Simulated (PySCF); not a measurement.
**How the method changes the constants of O2**

State: ³Σg⁻ (triplet), unpaired electrons π ↑↑. Set-up: PySCF, no relativity, basis sets O def2-SVP. De refers to O + O in their high-spin ground configurations, without counterpoise correction. The functionals are run spin-unrestricted.

```
      Level  Re (Å)  ωe (cm⁻¹)  De (eV)  CPU s a point (SCF and correlation, without the integrals)
        UHF   1.153       2048     1.53                                                        0.02
    UHF-MP2   1.220       1491     5.21                                                       0.031
UHF-SCS-MP2   1.207       1603     4.70                                                         n/a
   UHF-CCSD   1.198       1713     4.49                                                         n/a
UHF-CCSD(T)   1.206       1642     4.71                                                        0.46
        LDA   1.200       1681     7.80                                                        0.12
        PBE   1.214       1610     6.43                                                        0.19
       BP86   1.217       1593     6.34                                                        0.14
     r²SCAN   1.202       1677     5.72                                                        0.29
      B3LYP   1.200       1697     5.53                                                        0.21
       PBE0   1.188       1774     5.51                                                        0.27
```

Which functional lies closest to UHF-CCSD(T) in De, which farthest, and by how much do they differ from it?

Closest is PBE0 (-1.8 pm in Re, +8.0 % in ωe, +0.80 eV in De against UHF-CCSD(T) in the same basis), farthest LDA (-0.6 pm in Re, +2.4 % in ωe, +3.09 eV in De). CCSD(T) converges more slowly with the basis than the functionals do and binds too weakly in this one, so the order can change at the basis-set limit.

What does the triples do here, going from UHF-CCSD to UHF-CCSD(T)?

UHF-CCSD(T) less UHF-CCSD: +0.8 pm in Re, -4.1 % in ωe, +0.22 eV in De. Correlation nearly always deepens the well. The bond lengthens, as in strong covalent bonds, where excitations into antibonding orbitals dominate.

What does all correlation do here, going from UHF to UHF-CCSD(T)?

UHF-CCSD(T) less UHF: +5.3 pm in Re, -19.8 % in ωe, +3.18 eV in De. Correlation nearly always deepens the well. The bond lengthens, as in strong covalent bonds, where excitations into antibonding orbitals dominate.

Measured (Huber and Herzberg, Constants of Diatomic Molecules (1979)): Re = 1.20752 Å, ωe = 1580.193 cm⁻¹.

Correlated steps freeze 2 core orbitals. Correlated levels converge slowly with the basis: in double zeta they bind strong bonds too weakly, by up to about 1 eV, and carry superposition errors of some tenths. The state is the lowest determinant that a PBE0 search found; another state may lie lower at other levels.

The whole job (state search and all levels along the bond) took about 0.4 min on 1 thread of Arm Neoverse V2 (shared host), peak memory 0.35 GiB.
